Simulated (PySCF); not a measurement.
## Working with the constants of CH

UHF-CCSD(T) constants of CH, ²Π (doublet), unpaired electrons π ↑ (PySCF, no relativity, basis sets H def2-SVP, C def2-SVP; masses 1.0078 and 12.0000 u):

```
ωe          : 2890.5 cm⁻¹
ωexe        : 67.7 cm⁻¹
Be          : 14.158 cm⁻¹
αe          : 0.531 cm⁻¹
De to H + C : 3.38 eV
```

What force constant and bond length do these constants imply?

Reduced mass μred = 0.92974 u; k = 5.8918×10⁻⁷·μred·ωe² (u, cm⁻¹, mdyn/Å) = 4.58 mdyn/Å; Re = √(16.8576/(μred·Be)) (u, cm⁻¹, Å) = 1.132 Å.

Estimate the centrifugal constant D from the Kratzer relation and find the Dunham coefficient a1.

D = 4Be³/ωe² = 0.00136 cm⁻¹; a1 = −1 − αeωe/(6Be²) = -2.28.

Correlated steps freeze 1 core orbital. Correlated levels converge slowly with the basis: in double zeta they bind strong bonds too weakly, by up to about 1 eV, and carry superposition errors of some tenths. The state was picked by a PBE0 search and need not be the measured ground state.
